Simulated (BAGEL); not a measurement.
**doublet [F2]+: levels of theory compared**

Aim: a comparison of 5 runs (ROHF/6-31G*, UHF/6-31G*, ROHF/cc-pVTZ, CASPT2(13,8)/6-31G*, CASPT2(13,8)/cc-pVTZ) of doublet [F2]+. 

The calculation is run with BAGEL 1.2.2.

2 further runs of the same task are left out: 2 set aside as unsound or not needed. Runs told in other sessions of the task aren't counted.

**1. Starting point**

[F2]+ has 2 atoms, charge +1, and is taken as a doublet. SMILES of the parent species: `FF`. Geometry: relaxed at PBE0-D4/def2-TZVP. That shape belongs to the parent species and isn't relaxed for this state.

Bond lengths: F1–F2 1.376 Å.

**2. A single-point energy at ROHF/6-31G(d) (density fitting with qzvpp-jkfit, spherical functions) (run 1)**

Input file calc.json:

```json
{ "bagel": [

{
  "title": "molecule",
  "basis": "6-31gs.json",
  "df_basis": "qzvpp-jkfit",
  "angstrom": true,
  "geometry": [
    { "atom": "F", "xyz": [      -0.583900,       0.212400,      -0.295000 ] },
    { "atom": "F", "xyz": [       0.583900,      -0.212400,       0.295000 ] }
  ]
},

{
  "title": "rohf",
  "charge": 1,
  "nopen": 1
},

{
  "title": "print",
  "file": "orbitals.molden",
  "orbitals": true
}

]}
```

The basis set 6-31G* is read from a file made from the Basis Set Exchange's data (not shown).

Command:

```sh
$ BAGEL_NUM_THREADS=1 BAGEL calc.json > calc.out
```

The program printed:

```text
* using 1 threads per process

  ===============================================================
  ===============================================================

  *** Geometry ***

  { "atom" : "F", "xyz" : [     -1.103411,      0.401378,     -0.557469 ] },
  { "atom" : "F", "xyz" : [      1.103411,     -0.401378,      0.557469 ] },

  Number of auxiliary basis functions:      154

  Since a DF basis is specified, we compute 2- and 3-index integrals:
    o Being stored without compression. Storage requirement is 0.001 GB

  Number of basis functions:       28
  Number of electrons      :       18

    * METHOD: MOLECULE                             0.02

  *** Open-shell HF ***

  === Nuclear Repulsion ===
    31.1594507482

      * DIIS with orbital gradients will be used.

  === ROHF iteration (6-31gs.json) ===
      0       -198.03396725          0.05513107           0.00
      1       -198.07211175          0.01142296           0.00
      2       -198.07448203          0.00273060           0.00
      3       -198.07447719          0.00043926           0.00
      4       -198.07451212          0.00005130           0.00
      5       -198.07450659          0.00000763           0.00
      6       -198.07450665          0.00000062           0.00
      7       -198.07450656          0.00000013           0.00
      8       -198.07450656          0.00000001           0.00
    * SCF iteration converged.

    * S^2 (ROHF) is 0.7500

    * Permanent dipole moment:
           (    0.000000,    -0.000000,     0.000000) a.u.

    * METHOD: ROHF                                 0.04

    * METHOD: PRINT                                0.00

  ===============================================================
```

Run time: 0.18 s. Hardware: 1 thread of Arm Neoverse V1, shared host.

**3. The energy at UHF/6-31G(d) (density fitting with qzvpp-jkfit, spherical functions) (run 2)**

Input file input.json:

```json
{ "bagel" : [

{
  "title" : "molecule",
  "basis" : "6-31gs.json",
  "df_basis" : "qzvpp-jkfit",
  "angstrom" : "true",
  "geometry" : [
    { "atom" : "F", "xyz" : [      -0.583900,       0.212400,      -0.295000 ] },
    { "atom" : "F", "xyz" : [       0.583900,      -0.212400,       0.295000 ] }
  ]
},

{ "title" : "uhf", "charge" : 1, "nopen" : 1 },

{ "title" : "print", "file" : "orbitals.molden", "orbitals" : "true" }

]}
```

The basis set 6-31G* is read from a file made from the Basis Set Exchange's data (not shown).

Command:

```sh
$ BAGEL_NUM_THREADS=1 BAGEL input.json > input.out
```

The program printed:

```text
* using 1 threads per process

  ===============================================================
  ===============================================================

  *** Geometry ***

  { "atom" : "F", "xyz" : [     -1.103411,      0.401378,     -0.557469 ] },
  { "atom" : "F", "xyz" : [      1.103411,     -0.401378,      0.557469 ] },

  Number of auxiliary basis functions:      154

  Since a DF basis is specified, we compute 2- and 3-index integrals:
    o Being stored without compression. Storage requirement is 0.001 GB

  Number of basis functions:       28
  Number of electrons      :       18

    * METHOD: MOLECULE                             0.02

  *** Open-shell HF ***

  === Nuclear Repulsion ===
    31.1594507482

      * DIIS with orbital gradients will be used.

  === UHF iteration (6-31gs.json) ===
      0       -198.03396725          0.05513107           0.00
      1       -198.08139104          0.01133809           0.00
      2       -198.08481056          0.00271512           0.00
      3       -198.08516578          0.00052570           0.00
      4       -198.08523755          0.00008519           0.00
      5       -198.08524342          0.00002926           0.00
      6       -198.08524447          0.00000364           0.00
      7       -198.08524451          0.00000109           0.00
      8       -198.08524451          0.00000024           0.00
      9       -198.08524451          0.00000005           0.00
     10       -198.08524451          0.00000001           0.00
    * SCF iteration converged.

    * S^2 (UHF) is 0.7644

    * Permanent dipole moment:
           (    0.000000,    -0.000000,     0.000000) a.u.

    * METHOD: UHF                                  0.05

    * METHOD: PRINT                                0.00

  ===============================================================
```

Wall time 0.2 s (1 thread of Arm Neoverse V1, shared host).

Runs 3 to 4 aren't shown in full; the table further down has their settings and results.

**4. A single-point energy at CASPT2(13,8)/cc-pVTZ (density fitting with qzvpp-jkfit) (run 5)**

Input file caspt2.json:

```json
{ "bagel": [

{
  "title": "molecule",
  "basis": "cc-pvtz.json",
  "df_basis": "qzvpp-jkfit",
  "angstrom": true,
  "geometry": [
    { "atom": "F", "xyz": [   -0.583900,    0.212400,   -0.295000 ] },
    { "atom": "F", "xyz": [    0.583900,   -0.212400,    0.295000 ] }
  ]
},
{
  "title": "hf",
  "charge": 2
},
{
  "title": "casscf",
  "nstate": 1,
  "nact": 8,
  "nclosed": 2,
  "charge": 1,
  "nspin": 1,
  "maxiter": 200,
  "natocc": true
},
{
  "title": "print",
  "file": "orbitals.molden",
  "orbitals": true
},
{
  "title": "smith",
  "method": "caspt2",
  "ms": true,
  "xms": true,
  "sssr": true,
  "shift": 0.0,
  "ncore": 2
}

]}
```

The basis set cc-pVTZ is read from a file made from the Basis Set Exchange's data (not shown).

Command:

```sh
$ BAGEL_NUM_THREADS=1 BAGEL caspt2.json > caspt2.out
```

The program printed:

```text
* using 1 threads per process

  ===============================================================
  ===============================================================

  *** Geometry ***

  { "atom" : "F", "xyz" : [     -1.103411,      0.401378,     -0.557469 ] },
  { "atom" : "F", "xyz" : [      1.103411,     -0.401378,      0.557469 ] },

  Number of auxiliary basis functions:      154

  Since a DF basis is specified, we compute 2- and 3-index integrals:
    o Being stored without compression. Storage requirement is 0.004 GB

  Number of basis functions:       60
  Number of electrons      :       18

    * METHOD: MOLECULE                             0.03

  *** RHF ***

  === Nuclear Repulsion ===
    31.1594507482

      * DIIS with orbital gradients will be used.

[... 6 lines left out ...]
    * SCF iteration converged.
[... 1 line left out ...]
    * Permanent dipole moment:
[... 22 lines left out ...]
    * Second-order optimization converged. *
[... 11 lines left out ...]
     * ci vector, state   0, <S^2> = 0.7500
[... 5 lines left out ...]
    * METHOD: CASSCF                               0.31

    * METHOD: PRINT                                0.01

  === SMITH program ===

    * freezing 2 orbitals

    * Approximate memory requirement for SMITH calulation per MPI process:
      o Storage requirement for T-amplitude, lambda, and residual is 0.00 GB
      o Storage requirement for MO integrals is 0.00 GB
    * Calculating and saving rdm4f

    * Zeroth order energy : state  0      -18.9343714486

    * CASPT2 iteration is performed using redundant basis

      ---- iteration ----

        0    -0.40733192     0.00574952      0.10
        1    -0.40766679     0.00020096      0.11
        2    -0.40766800     0.00001275      0.10
        3    -0.40766801     0.00000047      0.10

      -------------------

    * CASPT2 energy : state  0     -198.7124835602
        reference weight              0.9335460045

    * METHOD: SMITH                                1.22

  ===============================================================
```

Wall time 1.8 s (1 thread of Arm Neoverse V1, shared host).

**5. All runs side by side**

| run | level | iteration cap | active rule | energy (Eh) | ⟨S²⟩ | wall time |
| --- | --- | --- | --- | --- | --- | --- |
| 1 | ROHF/6-31G* (density fitting with qzvpp-jkfit, spherical functions) | – | – | -198.074507 | 0.750 | 0.18 s |
| 2 | UHF/6-31G* (density fitting with qzvpp-jkfit, spherical functions) | – | – | -198.085245 | 0.764 | 0.2 s |
| 3 | ROHF/cc-pVTZ (density fitting with qzvpp-jkfit) | – | – | -198.157052 | 0.750 | 0.28 s |
| 4 | CASPT2(13,8)/6-31G* (density fitting with qzvpp-jkfit, spherical functions) | 200 | valence | -198.477454 | – | 1.3 s |
| 5 | CASPT2(13,8)/cc-pVTZ (density fitting with qzvpp-jkfit) | 200 | valence | -198.712484 | – | 1.8 s |

**6. What came out**

| quantity | value |
| --- | --- |
| run 5: total energy | -198.71248 Eh |

All runs together took 3.7 s, the longest 1.8 s.
